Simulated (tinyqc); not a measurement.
Ways to converge the cycle: SCF convergence aids in the sto-3g basis, for H2O, spin multiplicity 1. Computed by the program tinyqc with PySCF. RHF with one setting changed at a time; a run stops when the energy changes by less than 1e-09 hartree and the error matrix is below 1e-5. The start is the Wolfsberg-Helmholz matrix. Damping d keeps d of the old density; a shift (hartree) raises the virtual levels; DIIS n extrapolates F over n matrices.

Geometry (angstrom):
```
atom       x        y       z
O     0.0000   0.0000  0.0000
H     0.0000   0.7780  0.4950
H     0.0000  -0.8530  0.5420
```

lowest restricted solution found by these runs and by PySCF = -74.950618 hartree

Largest element of the error matrix X^T (FDS - SDF) X:
```
iteration    plain  damping 0.3  damping 0.6  shift 0.4   DIIS 3   DIIS 8
1          4.3e-01      4.3e-01      4.3e-01    4.3e-01  4.3e-01  4.3e-01
2          1.1e-01      1.6e-01      2.8e-01    1.5e-01  1.1e-01  1.1e-01
3          3.7e-02      7.8e-02      1.8e-01    7.8e-02  2.9e-02  2.9e-02
4          1.4e-02      4.5e-02      1.1e-01    4.2e-02  4.5e-03  4.5e-03
5          5.5e-03      2.5e-02      7.6e-02    2.3e-02  7.0e-04  4.5e-04
6          2.3e-03      1.4e-02      5.8e-02    1.2e-02  4.7e-05  4.7e-05
8          4.1e-04      4.7e-03      3.3e-02    4.0e-03  4.7e-06  5.6e-07
10         8.0e-05      1.6e-03      1.9e-02    1.3e-03        -        -
14               -      2.0e-04      6.0e-03    1.7e-04        -        -
20               -      9.7e-06      1.1e-03    8.0e-06        -        -
30               -            -      7.9e-05          -        -        -
```

How each run ends:
```
run          iterations  E (hartree)         state
plain                13   -74.950618  lowest found
damping 0.3          21   -74.950618  lowest found
damping 0.6          41   -74.950618  lowest found
shift 0.4            20   -74.950618  lowest found
DIIS 3                8   -74.950618  lowest found
DIIS 8                8   -74.950618  lowest found
```

What does the comparison show, and why?

6 of 6 runs reach the lowest restricted solution found, in 8 to 41 iterations (fastest: DIIS 3, DIIS 8). Plain steps already contract here, so damping only slows them. DIIS 3 and DIIS 8 gain by cancelling the error over several earlier matrices, much as a quasi-Newton step does.
